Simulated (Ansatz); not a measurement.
Saddle point of Si₂NH₈, doublet (SiNH₅ ([NH2][SiH3]) + SiH₃ → SiNH₄ ([NH2][SiH2]) + SiH₄; bonds formed: H1–Si4; bonds broken: H1–Si2), PBE0-D4/def2-TZVP structure:

H1  (-0.654, -0.039, 0.017)
Si2  (0.632, 1.195, 0.371)
N3  (2.240, 0.638, 0.119)
Si4  (-1.838, -1.287, -0.351)
H5  (0.398, 2.360, -0.530)
H6  (0.498, 1.590, 1.803)
H7  (2.588, 0.497, -0.816)
H8  (2.658, -0.014, 0.763)
H9  (-1.871, -2.292, 0.749)
H10  (-1.460, -1.968, -1.622)
H11  (-3.190, -0.681, -0.504)
(Å)

Energies are electronic, without zero-point energy. Barriers and step energies count from the start structure reached by relaxing down the imaginary mode; all methods use the PBE0-D4 structures, on which another method's saddle can fall below an end. Program: Ansatz 0.2.0. Basis: def2-TZVPP, with def2-QZVPP for the basis limit. Cores are frozen in the correlated methods; orbitals are unrestricted. B3LYP uses VWN-RPA correlation. Extrapolation: Hartree–Fock as exp(−7.88 √X), correlation as X^−2.97.

| method | barrier (eV) | step energy (eV) |
| --- | --- | --- |
| SPW92 | 0.002 | -0.147 |
| PBE-D4 | ? | -0.121 |
| BLYP-D4 | 0.227 | -0.120 |
| r2SCAN-D4 | 0.308 | -0.080 |
| B97M-V | 0.228 | -0.057 |
| PBE0-D4 | 0.304 | -0.078 |
| B3LYP-D4 | 0.336 | -0.086 |
| r2SCAN0-D4 | ? | -0.056 |
| BHLYP-D4 | 0.508 | -0.044 |
| CAM-B3LYP-D4 | 0.430 | -0.064 |
| wB97X-V | ? | -0.072 |
| wB97M-V | 0.462 | -0.051 |
| B2PLYP | 0.440 | -0.059 |
| PBE-QIDH | 0.476 | -0.037 |
| RPA on PBE | 0.554 | -0.049 |
| HF | 0.935 | 0.033 |
| MP2 | 0.627 | -0.004 |
| CCSD | 0.608 | -0.010 |
| CCSD(T) | 0.555 | -0.024 |

(1) Fill in the withheld barriers. (Judge from chemistry; the value comes from the calculation.)

T1 diagnostic: at most 0.015. ⟨S²⟩ of the unrestricted Hartree–Fock references: 0.75 to 0.78 (a pure state has 0.75).

## Answers

(1) The calculation gives: wB97X-V 0.437; PBE-D4 0.158; r2SCAN0-D4 0.401 eV. Each is the energy of the saddle less that of the start structure, by the same method.

For comparison, the barrier by CCSD(T) at an estimated basis limit (MP2 extrapolated from triple and quadruple zeta, plus CCSD(T) − MP2 in triple zeta) is 0.519 eV.

Radical steps of this kind take place in plasma deposition and etching.

Labels in which every atom is bracketed show which atoms are joined, not bond orders.

For scale, one of the runs: CCSD(T)/def2-TZVPP, 227 basis functions, launched by `ansatz run in.yaml --threads 4 --pin off --events-out ev --progress --plain --max-ram 9574MiB`. The run took 12 min on 4 CPU threads of an Intel Xeon (shared host), with 3.4 GiB of host memory at its peak.
